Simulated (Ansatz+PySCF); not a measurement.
Two shapes of singlet CH4.

Shape 1:

```xyz
5

C     0.0000    0.0000    0.0000
H     0.9510    0.9510    0.9510
H     0.6340   -0.6340   -0.6340
H    -0.6340    0.6340   -0.6340
H    -0.6340   -0.6340    0.6340
```

Shape 2:

```xyz
5

C     0.0000    0.0000    0.0000
H     1.2680    1.2680    1.2680
H     0.6340   -0.6340   -0.6340
H    -0.6340    0.6340   -0.6340
H    -0.6340   -0.6340    0.6340
```

Basis set: 6-31G (spherical functions). Left uncorrelated: 1 orbital. Charge 0, multiplicity 1.

Computed with Ansatz (development build ahead of 0.2.0); each method stands on the lowest determinant of its kind that the runs found.

(1) Which shape is lower in energy, and by how much in each method?

Results:

(1)

| method | E(2) − E(1) (eV) |
| --- | --- |
| UHF-MP2 | 2.103 |
| RHF-CCSD | 1.855 |
| UHF-CCSD(T) | 1.832 |
| PBE0 (restricted) | 2.356 |
| PBE0 (unrestricted) | 2.199 |

Shape 1 is lower. Caution for UHF-MP2, RHF-CCSD, UHF-CCSD(T): bonds are stretched, where a single reference can fail; large amplitudes, a single reference is doubtful. Caution for UHF-MP2, UHF-CCSD(T): the unrestricted determinant is a mixture of spin states; a plain start can end on a higher determinant. Caution for RHF-CCSD: an unrestricted determinant lies well below. Caution for UHF-CCSD(T): another reference gives a lower total. Caution for PBE0 (restricted), PBE0 (unrestricted): charge can spread falsely over distant fragments. Caution for PBE0 (unrestricted): the unrestricted determinant is spin contaminated.
